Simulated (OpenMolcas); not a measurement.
Potential curves of PC⁻: spin-free states

Calculated with OpenMolcas 26.06: state-averaged CASSCF(10,8) over P 3s 3p, C 2s 2p, XMS-CASPT2 (IPEA 0.25, imaginary shift 0.2 hartree), scalar X2C, ANO-RCC-VTZP, then RASSI spin–orbit state interaction with atomic mean-field integrals. C2 symmetry about the axis (a holds Σ, Δ, Γ; b holds Π, Φ, H; Σ⁺ and Σ⁻ are not told apart); roots by multiplicity and irrep: 1a 4, 3a 4, 3b 2, 1b 2.

XMS-CASPT2 energies in eV from the lowest point. Curves are followed by energy order within each symmetry, so they are adiabatic and may change character at avoided crossings; Σ⁺ and Σ⁻ are counted together.

```csv
R (Å),(1)1Σ,(1)3Σ,(1)3Π,(1)3Δ,(1)1Π
1.386,1.762,6.421,5.331,7.070,6.104
1.467,0.639,4.873,4.169,5.529,5.016
1.540,0.149,4.005,3.602,4.680,4.492
1.612,0.000,3.489,3.341,4.161,4.267
1.693,0.105,3.204,3.306,3.879,4.242
1.773,0.397,3.128,3.438,3.805,4.377
1.886,0.981,3.241,3.783,3.921,4.715
2.031,1.855,3.589,4.337,4.272,5.246
2.257,3.188,4.281,5.202,4.982,6.025
2.579,4.694,5.214,6.179,5.982,6.754
3.063,6.059,6.252,7.046,7.077,7.171
```

Q: With masses 30.974 and 12.000 u, fit the curves (1)1Σ, (1)3Σ, (1)3Π, (1)3Δ, (1)1Π near their minima.

A: At XMS-CASPT2, Te from the lowest curve (the fit fixes ωe to a per cent or two; the method's Re and ωe can be off by some per cent):

```csv
curve,Te (cm⁻¹),Re (Å),ωe (cm⁻¹)
(1)1Σ,0,1.617,1160.8
(1)3Σ,25230,1.772,814.5
(1)3Π,26570,1.665,980.7
(1)3Δ,30690,1.770,815.1
(1)1Π,34120,1.661,945.2
```

The 5 lowest clean curves are shown; the next is (1)1Δ, from 4.55 eV. Left out for impure symmetry, kinks or missing points, though low: (2)3Σ, (2)1Σ. Only roots inside an energy window near the equilibrium distance were included, so the list of states is not complete; labels number the states computed. Each spin and symmetry block has orbitals of its own, averaged over its own roots, so gaps between blocks are less sure than gaps within one and near the minimum can be off by tenths of an eV, in bad cases by more. No Rydberg orbitals are active, so Rydberg states, and σ→σ* states whose orbital the CASSCF left unused, can be missing between those listed. CASPT2 splits the two components of degenerate states numerically, here by up to 162 cm⁻¹. For an anion, states above the electron-detachment threshold (often below 1 to 3 eV) are held by the basis set and are not bound levels. At stretched bonds a block can hold a wrong CASSCF solution and miss its lowest state; points past a visible jump are left out. Points that failed a check (symmetry, reference weights, a jump) are left out.
